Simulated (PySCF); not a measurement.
Compound: CH₈AlN.
Geometry (PBE0-D3(BJ)/def2-SVP, Å), atoms numbered from 1 in this order:
```xyz
11
CH8AlN angstrom
C     -1.6191   -0.2802   -0.0132
Al    -0.0449    0.9017    0.1947
N      1.5226   -0.4259   -0.1280
H     -2.5495    0.3123   -0.0541
H     -1.7408   -0.9927    0.8212
H     -1.5923   -0.8668   -0.9492
H      0.3569    1.3773    1.6809
H      0.2797    1.9274   -1.0054
H      1.4834   -0.8343   -1.0633
H      2.4207    0.0526   -0.0435
H      1.5222   -1.1950    0.5434
```

Level of theory: PySCF, PBE0-D3(BJ)/def2-SVP geometry optimisation, gas phase.

Task: Which atoms are bound to Al2, and at what distances?

Result: 4 atoms: H7 1.611 Å, H8 1.612 Å, C1 1.979 Å, N3 2.079 Å. The nearest atom not counted as bound is H4, at 2.59 Å.

Task: List the angles at Al2.

Result: 
```tsv
angle	degrees	distance of the outer atoms (Å)
C1–Al2–H7	118.1	3.09
C1–Al2–H8	117.5	3.08
H7–Al2–H8	116.7	2.74
C1–Al2–N3	101.7	3.15
N3–Al2–H7	98.3	2.81
N3–Al2–H8	98.0	2.80
```

Task: What is the shape at Al2?

Result: Distorted tetrahedral: angles from 98.0° to 118.1°; τ4 = (360° − α − β)/141° = 0.88 with α and β the two widest (0 for a square, 1 for a tetrahedron).

Task: What are the other bond lengths?

Result: C1–H4, C1–H5, C1–H6 1.104 Å; N3–H9, N3–H10, N3–H11 1.021 Å.

Task: What are the rotational constants (commonest isotopes, rigid rotor)?

Result: A = 12977, B = 5372, C = 4229 MHz: an asymmetric top.

Point group: near Cs, missed by 0.32 Å at most; the miss may be what the optimiser left on a soft mode. Charge 0, singlet. Stationary, but not proved a minimum.
